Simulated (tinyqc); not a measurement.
ROHF in the sto-3g basis, for CH, spin multiplicity 4, step by step. One step of it, computed by the program tinyqc.

Problem. Iteration 2: Roothaan effective Fock matrix. With projectors Pc = D(beta) S, Po = (D(alpha) - D(beta)) S, Pv = 1 - D(alpha) S, the block xy is Px^T F Py; with Fc = (F(alpha) + F(beta))/2, the blocks are Fc for cc, oo, vv and cv, F(beta) for co and F(alpha) for ov.

F(alpha) (hartree), order 1C 1s, 1C 2s, 1C 2px, 1C 2py, 1C 2pz, 2H 1s:
$$\begin{pmatrix}
-10.929946 & -2.971567 & 0.000000 & 0.000000 & -0.000565 & -0.569367 \\
-2.971567 & -1.563846 & 0.000000 & 0.000000 & 0.044327 & -0.619818 \\
0.000000 & 0.000000 & -0.345496 & 0.000000 & 0.000000 & 0.000000 \\
0.000000 & 0.000000 & 0.000000 & -0.345496 & 0.000000 & 0.000000 \\
-0.000565 & 0.044327 & 0.000000 & 0.000000 & -0.246956 & -0.420385 \\
-0.569367 & -0.619818 & 0.000000 & 0.000000 & -0.420385 & -0.410904
\end{pmatrix}$$

F(beta) (hartree), order 1C 1s, 1C 2s, 1C 2px, 1C 2py, 1C 2pz, 2H 1s:
$$\begin{pmatrix}
-10.851596 & -2.903359 & 0.000000 & 0.000000 & 0.000562 & -0.550627 \\
-2.903359 & -0.991341 & 0.000000 & 0.000000 & -0.270981 & -0.565244 \\
0.000000 & 0.000000 & 0.440281 & 0.000000 & 0.000000 & 0.000000 \\
0.000000 & 0.000000 & 0.000000 & 0.440281 & 0.000000 & 0.000000 \\
0.000562 & -0.270981 & 0.000000 & 0.000000 & 0.207268 & -0.340147 \\
-0.550627 & -0.565244 & 0.000000 & 0.000000 & -0.340147 & -0.296966
\end{pmatrix}$$

D(alpha) after iteration 1, order 1C 1s, 1C 2s, 1C 2px, 1C 2py, 1C 2pz, 2H 1s:
$$\begin{pmatrix}
1.059118 & -0.236854 & 0.000000 & 0.000000 & 0.062074 & -0.026990 \\
-0.236854 & 0.974137 & 0.000000 & 0.000000 & -0.283870 & 0.005531 \\
0.000000 & 0.000000 & 1.000000 & 0.000000 & 0.000000 & 0.000000 \\
0.000000 & 0.000000 & 0.000000 & 1.000000 & 0.000000 & 0.000000 \\
0.062074 & -0.283870 & 0.000000 & 0.000000 & 0.438723 & 0.350346 \\
-0.026990 & 0.005531 & 0.000000 & 0.000000 & 0.350346 & 0.348343
\end{pmatrix}$$

D(beta) after iteration 1, order 1C 1s, 1C 2s, 1C 2px, 1C 2py, 1C 2pz, 2H 1s:
$$\begin{pmatrix}
1.021206 & -0.082825 & 0.000000 & 0.000000 & -0.052274 & -0.094755 \\
-0.082825 & 0.348342 & 0.000000 & 0.000000 & 0.180707 & 0.280850 \\
0.000000 & 0.000000 & 0.000000 & 0.000000 & 0.000000 & 0.000000 \\
0.000000 & 0.000000 & 0.000000 & 0.000000 & 0.000000 & 0.000000 \\
-0.052274 & 0.180707 & 0.000000 & 0.000000 & 0.093831 & 0.145955 \\
-0.094755 & 0.280850 & 0.000000 & 0.000000 & 0.145955 & 0.227216
\end{pmatrix}$$

overlap S, order 1C 1s, 1C 2s, 1C 2px, 1C 2py, 1C 2pz, 2H 1s:
$$\begin{pmatrix}
1.000000 & 0.248362 & 0.000000 & 0.000000 & 0.000000 & 0.046461 \\
0.248362 & 1.000000 & 0.000000 & 0.000000 & 0.000000 & 0.420824 \\
0.000000 & 0.000000 & 1.000000 & 0.000000 & 0.000000 & 0.000000 \\
0.000000 & 0.000000 & 0.000000 & 1.000000 & 0.000000 & 0.000000 \\
0.000000 & 0.000000 & 0.000000 & 0.000000 & 1.000000 & 0.421274 \\
0.046461 & 0.420824 & 0.000000 & 0.000000 & 0.421274 & 1.000000
\end{pmatrix}$$

Give: effective F.

Solution.

effective F (hartree), order 1C 1s, 1C 2s, 1C 2px, 1C 2py, 1C 2pz, 2H 1s:
$$\begin{pmatrix}
-10.891 & -2.926 & 0.000 & 0.000 & -0.016 & -0.566 \\
-2.926 & -1.193 & 0.000 & 0.000 & -0.131 & -0.580 \\
0.000 & 0.000 & 0.047 & 0.000 & 0.000 & 0.000 \\
0.000 & 0.000 & 0.000 & 0.047 & 0.000 & 0.000 \\
-0.016 & -0.131 & 0.000 & 0.000 & -0.104 & -0.435 \\
-0.566 & -0.580 & 0.000 & 0.000 & -0.435 & -0.383
\end{pmatrix}$$
